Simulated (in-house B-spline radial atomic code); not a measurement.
Ne. Computed with a B-spline radial atomic code. Model: non-relativistic spherical atom: semilocal Troullier-Martins pseudo-atom, one channel per l, against all electrons, high spin, G0W0 and RPA with empty states to l = 8, local potential for every l without a channel, a model core (radius 0 = none) keeps its share of the functional.

What the tables leave out is listed at the end.

The pseudopotential gives back the lowest level of each angular momentum of its own functional in the configuration it was made in; a second state of the same l is only approximately right. Exact exchange, RPA and GW see the smooth pseudo-orbitals and miss the exchange with the core, for which the functional's share stands in. The column with an uncorrelated core keeps all orbitals and exact exchange, and so separates missing core correlation from pseudisation. Only the three outermost levels and the lowest empty one were computed. RPA here is direct RPA, with no exchange kernel, and its energies carry an (l + 1/2)⁻⁴ tail. A hybrid on a potential with a model core restores only its own semilocal share of the core's exchange.

Command:
```bash
python run_psgw.py task.json out
```
Settings (lengths in bohr, energies in hartree):
```
Z                      10
electrons              10
configuration          [He] 2s2 2p6
generated_in           [He] 2s2 2p6
functional             pbe,pbe
core_shells            1
radius_factor          0.8
core_correction        True
```

Time taken, with all properties: 14 s on 1 thread of Arm Neoverse N1, on a shared host.

Given: made with PBE; model core radius 0.257 bohr; local radius 0.578 bohr; mean-field start PBE.

Valence shells of the generating configuration: 2s, 2p.

Channel: s 0.548, p 0.749 (radii in bohr).

Computed: largest level miss in the spin-unpolarised generating configuration 0 eV; valence RPA correlation energy all-electron orbitals -0.49122 hartree; valence RPA correlation energy pseudo -0.49209 hartree; all-electron RPA polarisability, core included 2.8102 bohr³.

```tsv
level	occupied	mean-field all-electron (eV)	mean-field pseudo minus all (eV)	G0W0 all-electron (eV)	G0W0 uncorrelated core minus all (eV)	G0W0 pseudo minus all (eV)	exchange self-energy all-electron (eV)	exchange self-energy pseudo (eV)
2p	1	-13.347	0	-20.585	0.051	0.23	-37.41	-36.367
```

What is the pseudo-atom RPA polarisability?

2.7991 bohr³.

Given: mean-field start PBE0.

Computed: valence RPA correlation energy all-electron orbitals -0.46607 hartree; valence RPA correlation energy pseudo -0.46635 hartree; pseudo-atom RPA polarisability 2.3627 bohr³.

```
level  occupied  mean-field all-electron (eV)  mean-field pseudo minus all (eV)  G0W0 all-electron (eV)  G0W0 uncorrelated core minus all (eV)  G0W0 pseudo minus all (eV)  exchange self-energy all-electron (eV)  exchange self-energy pseudo (eV)
   2p         1                       -15.996                             0.034                   -21.2                                  0.054                       0.231                                 -37.553                           -36.441
```

What is the all-electron RPA polarisability, core included?

2.3536 bohr³.

Among the listed levels the largest G0W0 shift of the pseudo-atom is +0.23 eV, for 2p on the PBE0 start, while leaving the core uncorrelated moves that level by +0.05 eV. So pseudisation and the lost core exchange, not the missing core correlation, make the error. Not in the tables (levels of low weight, unsolved or above zero; the highest and the empty levels are kept at any weight): on PBE the G0W0 levels 2s (pseudo minus all -0.08 eV, weights 0.21 and 0.26); on PBE0 the G0W0 levels 2s (pseudo minus all -1.48 eV, weights 0.31 and 0.20); no Hartree-Fock pseudo-atom is run with a model core.
